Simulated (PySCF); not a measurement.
Compound: C4H12P (charge +1).
SMILES: `C[P+](C)(C)C`

Linear response at CAM-B3LYP/def2-SVPD (PySCF, frozen core in the response, non-relativistic). Geometry: PBE0-D3(BJ)/def2-SVP; no solvent, vibrations or thermal averaging.

Static isotropic polarisability: 66.65 au (9.88 Å³), principal values 66.6, 66.7, 66.7 au.

(1) What is the polarisability at 1064 nm and at the sodium D line?

(2) What is the isotropic C6 coefficient between two such ions, C6 = (3/π)∫α(iω)² dω?

(3) Which effective excitation energy ω̄ makes London's formula C6 = (3/4)α²ω̄ exact here?

(4) What molar refraction at the D line follows from R = (4π/3)·N_A·α′, with α′ the polarisability volume?

(5) What three-body coefficient follows from the one-pole estimate C9 = (3/4)·α·C6?

(6) The lowest 6 singlets have (eV, f): 10.38, 0.084; 10.38, 0.085; 10.38, 0.085; 10.67, 0.000; 10.68, 0.000; 10.68, 0.000. What share of the static polarisability do they carry in the sum over states α = Σ f/ω²?

(7) How many electrons N does the Slater–Kirkwood formula C6 = (3/4)·√N·α^(3/2) need to give this C6?

Answers

(1) 67.06 au at 1064 nm (+0.6 %), 68.00 au at 589.3 nm (+2.0 %). The rise at 589.3 nm is 3.31 times that at 1064 nm; a pure ω² law gives 3.26. The lowest singlet lies at 119 nm, shorter than both wavelengths.

(2) 1976 au (Eh·bohr⁶) by a ten-point quadrature over imaginary frequencies, which is 1180 eV·Å⁶ or 114 J·nm⁶/mol.

(3) ω̄ = 4·C6/(3α²) = 0.593 Eh = 16.1 eV. A one-pole form α(ω) = α/(1 − ω²/ω̄²) fitted to the 1064 nm value gives 14.9 eV.

(4) α′ = 10.08 Å³ gives R = 25.42 cm³/mol, for isolated, non-vibrating species.

(5) 98800 au. This is an estimate from the two numbers above, not a computed integral.

(6) 1.75 au, 2.6 % of α; the largest term, 0.59 au, is that of the state at 10.38 eV. Their oscillator strengths add up to 0.25. Higher states carry the rest.

(7) N = (4·C6/3)²/α³ = 23.4; the species has 50 electrons in all.
